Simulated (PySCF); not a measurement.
Species: C₄H₅O₂ (doublet state).
Z-matrix (Å and degrees, GFN2-xTB geometry), rows numbered from 1:
```
O 
C   1  1.1993
O   2  1.3406  1  126.60
C   3  1.3447  2  121.11  1    -6.21
C   4  1.4644  3  130.86  2   129.65
C   4  1.4612  3  133.78  2    39.67
H   2  1.1004  1  125.30  3   179.99
H   5  1.0805  4  118.68  6  -106.05
H   5  1.0838  4  119.23  6   108.74
H   6  1.0802  4  118.72  5   106.13
H   6  1.0831  4  119.14  5  -109.19
```

The hyperfine couplings belong to this conformer and change with its torsions.

As a line formula: `C1[C](C1)OC=O` [radical].

Computed, not measured: PySCF, UKS B3LYP, pcH-1 on C H O, non-relativistic, mean-field spin-orbit, GIAO. Isolated species at its GFN2-xTB geometry (one conformer only). Couplings are sensitive to structure, and on GFN2-xTB geometries they can be far from those on DFT ones. No stability test was run, so a lower SCF solution isn't excluded.

Q: Break the g tensor into its mass correction, gauge correction and orbital-Zeeman/spin–orbit terms.

A: 
| Δg (ppm) | 1 | 2 | 3 |
| --- | --- | --- | --- |
| relativistic mass correction | -180 | -180 | -180 |
| gauge correction | 19 | 12 | 17 |
| orbital Zeeman/spin–orbit | -57 | 750 | 1624 |
| total | -218 | 581 | 1460 |

So g = 2.00210, 2.00290, 2.00378 and g_iso = 2.00293; the tensor is rhombic: the two nearest values differ by 48 % of g3 − g1. 

Q: At 9.594 GHz, how far is the centre of the isotropic spectrum from where a free electron (g = 2.002319) resonates?

A: B = hν/(g μB) with μB/h = 13.99624 MHz/mT gives 342.34 mT for the free electron and 342.23 mT at g_iso, 0.10 mT lower.

Q: How much does each term add to the isotropic shift?

A: The orbital-Zeeman/spin–orbit term 772, the mass correction -180 and the gauge correction 16 ppm, for a total of 608 ppm. The orbital-Zeeman/spin–orbit term is the largest in size. The mass correction is the same along every axis, so the anisotropy comes from the other two: their spans along these axes are 7 (gauge) and 1681 ppm (orbital Zeeman/spin–orbit).

Q: What are the electron Larmor frequencies g μB B/h along the three axes at 1200 mT?

A: 33.6263, 33.6397, 33.6545 GHz for g1, g2 and g3, a range of 28.2 MHz.

Q: In a frozen sample, at which fields do the three g values resonate at 9.5, 34, 94 and 263 GHz (hyperfine left aside), and which band first spreads them over more than twice a line width of 0.5 mT?

A: 
| band | GHz | B(g3) mT | B(g2) mT | B(g1) mT | spread mT |
| --- | --- | --- | --- | --- | --- |
| X | 9.5 | 338.74 | 338.89 | 339.02 | 0.28 |
| Q | 34.0 | 1212.32 | 1212.85 | 1213.34 | 1.02 |
| W | 94.0 | 3351.71 | 3353.18 | 3354.52 | 2.81 |
| J | 263.0 | 9377.66 | 9381.77 | 9385.52 | 7.86 |

The spread grows in proportion to the frequency. Q band is the first where it exceeds 1.0 mT.

The largest Mulliken spin population is on C4 (+0.83). The angles at C4 add up to 327.7°, so it is pyramidal.

The HOMO–LUMO gaps are 5.33 eV among the α and 5.85 eV among the β orbitals.

The run took 25 s (grids of density and orbitals included) on one thread of an INTEL XEON PLATINUM 8581C at 2.10 GHz, no GPU (shared host), and the process peaked at 0.79 GiB of memory.
